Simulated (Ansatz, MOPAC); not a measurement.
Molecule: molecular nitrogen, N2, net charge 0, singlet state. SMILES: N#N
Geometry: optimised at B3LYP-D3(BJ)/def2-TZVP (Ansatz, an electronic-structure program).

PM7 beside other levels, property by property. Conventions: valence correlation only; no dispersion term unless named; non-relativistic; UHF or UKS for open shells; each state is the SCF solution reached for its charge and spin; PM7 with its own dispersion and hydrogen-bond terms; no spin-orbit coupling. CBS(X,Y): correlation extrapolated as X^-3; Hartree-Fock from the larger set (for Q and 5 zeta extrapolated as (X+1)exp(-9√X)). Ab initio and DFT rows: single points at B3LYP-D3(BJ) geometries (Ansatz), with unscaled harmonic terms from B3LYP/6-31G* at its own minima, enthalpies of formation by atomisation with measured atoms. Semi-empirical rows: MOPAC heats of formation at their own minima for 298 K, the proton's as measured; differences of heats of formation at the shared geometry for vertical values.

Measured values: Active Thermochemical Tables 1.112 (ions: stationary electron), as tabulated in the package chemicals; CCCBDB table in ASE; they hold spin-orbit and core effects, anharmonicity. Coupled cluster (Ansatz) is a level with limits of its own, used here on species with T1 under 0.025 (0.045 for open shells) and stable references: CCSD(T)/CBS(cc-pVQZ,cc-pV5Z).

```tsv
property	PM7 (MOPAC)	PM6 (MOPAC)	B3LYP/def2-TZVPD (Ansatz)	PBE0/def2-TZVPD (Ansatz)	to compare with
proton affinity at N (heteroatom site), enthalpy at 298 K, to N#[NH+] (kcal/mol)	151.2	155.3	116.8	117.9	117.2 coupled cluster
enthalpy of formation at 298 K (kcal/mol)	33.0	40.6	-0.9	3.3	0.0 measured
vertical ionisation energy to the doublet (eV)	13.46	12.67	15.84	15.75	15.58 measured
```

As the rows show:
- proton affinity at N (heteroatom site), enthalpy at 298 K, to N#[NH+]: PM7 lies 34.0 kcal/mol above coupled cluster.
- enthalpy of formation at 298 K: PM7 lies 33.0 kcal/mol above the measured value.
- vertical ionisation energy to the doublet: PM7 lies 2.12 eV below the measured value.

The properties are those with a value to compare with, at most eight drawn at random. No case is left out for the size of its miss. Left out are saddle points of the reference geometry, anions that the best level run finds unbound, excited spin states, species near biochemistry, cases with under five habitual levels, runs that failed or whose electronic state is in doubt, and table entries that another table contradicts.
